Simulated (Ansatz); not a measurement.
## BSiH5 (boranylsilane): methods side by side

BSiH5 has 7 atoms, charge 0, and is taken as a singlet. As SMILES, `B[SiH3]`. The coordinates come from a PBE0-D4/def2-TZVP relaxation.

```xyz
7

B    -0.0432   -1.1890    0.2043
Si    0.0891    0.7853   -0.1485
H    -1.1260   -1.6906    0.2901
H     0.9064   -1.9025    0.3354
H    -0.6160    1.0934   -1.4272
H    -0.6236    1.5167    0.9396
H     1.4745    1.3188   -0.2395
```

Each level gives the energy change with the B1–H4 bond stretched from 1.195 to 1.793 Å (eV). The values are calculated.

```
                        level                    kind  program  value (eV)  less FCI/STO-3G  CPU time (all runs)
       HF/STO-3G (restricted)            Hartree–Fock   Ansatz        3.39            +0.88               0.16 s
    SVWN5/STO-3G (restricted)                     LDA   Ansatz        2.62            +0.11                1.3 s
      PBE/STO-3G (restricted)                     GGA   Ansatz        2.54            +0.03                2.1 s
    BHLYP/STO-3G (restricted)           global hybrid   Ansatz        3.02            +0.51                1.9 s
CAM-B3LYP/STO-3G (restricted)  range-separated hybrid   Ansatz        2.85            +0.34                2.4 s
    wB97X/STO-3G (restricted)  range-separated hybrid   Ansatz        2.88            +0.37                9.8 s
      MP2/STO-3G (restricted)     perturbation theory   Ansatz        2.89            +0.38               0.16 s
     CCSD/STO-3G (restricted)   coupled cluster or CI   Ansatz        2.53            +0.02               0.22 s
                   FCI/STO-3G      exact in the basis   Ansatz        2.51             0.00                 26 s
```

FCI/STO-3G is exact within its basis and frozen core, so for wave-function methods in that basis the difference is their error; functionals converge differently with the basis, so for them it is only a difference. Spin-restricted single references rise too steeply as a bond breaks, Hartree–Fock most of all. The first shape isn't each level's own minimum. The values span 2.51 to 3.39 eV. All rows use very small basis sets, so even the best lies far from the true value. Times are those of the runs behind each value, whatever else they computed, on shared processors of several kinds: orders of magnitude only.
